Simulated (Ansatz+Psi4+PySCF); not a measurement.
**doublet NaH(+): levels of theory in one basis**

```csv
atom,x (Å),y (Å),z (Å)
Na,0.0000,0.0000,0.0042
H,0.0000,0.0000,2.2638
```

Basis set: cc-pVTZ on H; cc-pCVTZ on Na (spherical functions). Correlated methods keep 1 orbital frozen. Correlation on ROHF uses semicanonical orbitals with singles. Charge 1, multiplicity 2.

Computed with Ansatz (development build ahead of 0.2.0) and Psi4 1.11; each method stands on the lowest determinant of its kind that the runs found.

```json
{"method": "ROHF", "E − E(ROHF) (eV)": "0.00", "<S²> of the determinant": "0.75"}
```

Question: What does ROHF-MP2 give on the same scale?

Answer: -7.12 eV.
